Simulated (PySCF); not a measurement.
# HO, SMILES `[OH]` (charge 0, multiplicity 2)

All values below come from PBE0-D4/def2-TZVP (PySCF).

The highest occupied spin orbital is -9.09 eV and the dipole moment is 1.77 D. The total energy is -2059.51 eV and the cost is very roughly 5 core-seconds.

```xyz
2

O      0.4865     0.0000     0.0000
H     -0.4865     0.0000     0.0000
```
Charge 0, spin multiplicity 2.
